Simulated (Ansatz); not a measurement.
A made-up structure of CH3BSi, singlet:

```csv
atom,x (Å),y (Å),z (Å)
B1,0.1788,0.6057,-0.0307
Si2,-1.4155,-0.7886,0.0538
C3,0.3383,-0.8323,0.0354
H4,-1.0792,0.9178,-0.0308
H5,0.8083,1.6134,-0.0857
H6,-1.7483,-2.1558,0.2440
```

It is relaxed with PBE-D4/def2-SVP and then PBE0-D4/def2-TZVP (Ansatz 0.2.0). Atoms count as bonded within 1.22 times the sum of their covalent radii (H–H: 0.88 Å). The end point is not checked to be a true minimum.

(1) Does its bonding change? (Judge from chemistry; the calculation decides.)

## Answers

(1) The calculation gives: Yes. Formed: Si2–H4; broken: B1–Si2, B1–H4.

Where it ends: The first stage lowers the energy by 3.64 eV in 18 steps. It ends as CH₃BSi ([BH][C][SiH2]):
```
6
angstrom
B 1.0892 0.7974 -0.1052
Si -1.5263 -0.7043 0.1209
C -0.0763 0.1238 -0.0042
H -2.8584 -0.0587 0.2004
H 2.1034 1.3827 -0.1931
H -1.6495 -2.1808 0.1671
```

Labels in which every atom is bracketed show which atoms are joined, not bond orders.

For scale, one of the runs: PBE0-D4/def2-TZVP relaxation, 117 basis functions, launched by `ansatz run in.yaml --threads 2 --pin off --events-out ev --progress --plain --max-ram 4352MiB`. The run took about 7 s on 2 CPU threads of an Arm Neoverse V1 (shared host).
